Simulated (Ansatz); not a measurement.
System: cubic perovskite CsSnBr3. Method: HSE06 in Ansatz (plane waves, PAW).

Numerical settings: plane-wave cutoff 500 eV, 6×6×6 k mesh, Fermi–Dirac smearing 0.05 eV, scalar-relativistic PAW data made under PBE.

Cell (relaxed at this level):

Space group Pm-3m (No. 221); a = 5.859 Å, b = 5.859 Å, c = 5.859 Å, α = 90.00°, β = 90.00°, γ = 90.00°

```tsv
atom	site	symmetry	x	y	z
Cs	1a	m-3m	0.0000	0.0000	0.0000
Sn	1b	m-3m	0.5000	0.5000	0.5000
Br	3c	4/mm.m	0.0000	0.5000	0.5000
```

### Question
What does this level give for the band gap?

### Answer

- band gap: 0.97 eV (on the SCF k mesh)

Note: exact exchange on metals is sensitive to the k mesh and can open a false gap; the relaxation could not lower the start's symmetry, so the cell can be a saddle point above a distorted one.

Spin–orbit coupling is not included.

Cost on a shared machine: very roughly 50 core-minutes.

Ansatz is a quantum-chemistry and plane-wave program.
